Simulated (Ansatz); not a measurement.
HAlP, doublet: reading a ladder of total energies

Geometry: that of the HAlP, quartet, kept fixed.

```xyz
3

Al    0.0000   -0.1077    1.2377
P     0.0000    0.0510   -1.1432
H     0.0000    1.3154    1.9991
```

Basis 6-31G; Ansatz 0.2.0. Only valence electrons are correlated (noble-gas cores frozen), which leaves 9 electrons in 18 orbitals. R marks a restricted (for open shells ROHF) determinant.

Full CI is exact within this basis and frozen core; it isn't the basis-set limit.

Runs differ by some tens of microhartree through their thresholds and, for an open shell, their frozen cores, so steps under 0.03 kcal/mol mean nothing.

```
    level  total energy (hartree)
      RHF             -583.079029
     RMP2             -583.162215
    RCCSD             -583.193592
 RCCSD(T)             -583.198236
   RCCSDT             -583.199332
RCCSDT(Q)             -583.199916
  RCCSDTQ             -583.199953
  full CI             -583.200001
```

What is the correlation energy at full CI, and what share of it do RMP2 and RCCSDT recover?

E(corr) = -583.200001 − (-583.079029) = -0.120972 hartree = -3.292 eV. RMP2: -0.083186 / -0.120972 = 68.76 %. RCCSDT: -0.120303 / -0.120972 = 99.45 %.

By how many kcal/mol does RCCSD(T) miss full CI (1 hartree = 627.509 kcal/mol), and which steps make up the rest?

-583.198236 − (-583.200001) = 0.001765 hartree = 1.11 kcal/mol. Steps: RCCSDT − RCCSD(T) = -0.69, RCCSDT(Q) − RCCSDT = -0.37, RCCSDTQ − RCCSDT(Q) = -0.02, full CI − RCCSDTQ = -0.03 kcal/mol. With more than one leading determinant such errors change with state and geometry, and needn't cancel in differences.
